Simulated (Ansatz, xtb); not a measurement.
Molecule: HS, charge -1, multiplicity 1. SMILES of the parent species: [SH]
Coordinates optimised at B3LYP-D3(BJ)/def2-TZVP (Ansatz, a program for electronic structure):
```xyz
2

S      0.0000     0.0000    -0.0794
H      0.0000     0.0000     1.2698
```
Charge -1, spin multiplicity 1.

Harmonic wavenumbers from GFN2-xTB (xtb, at its own minimum), cm⁻¹: 2365.

Q: Give the harmonic wavenumbers at B3LYP-D3(BJ)/def2-TZVP (Ansatz, finite differences of forces, unscaled).

A: 2597 cm⁻¹. Zero-point energy 3.7 kcal/mol.

Q: From these and the geometry, give the ideal-gas thermochemistry at 298.15 K and 1 atm (rigid rotor, harmonic oscillator).

A: Point group C∞v, rotational symmetry number 1. Rotational constants 284.1, 284.1 GHz. S(trans) 36.42, S(rot) 8.12, S(vib) 0.00, S(elec, spin only) 0.00, S 44.5 cal/(mol K). H(298) - H(0) 2.07 kcal/mol; G - E(el) -7.5 kcal/mol.
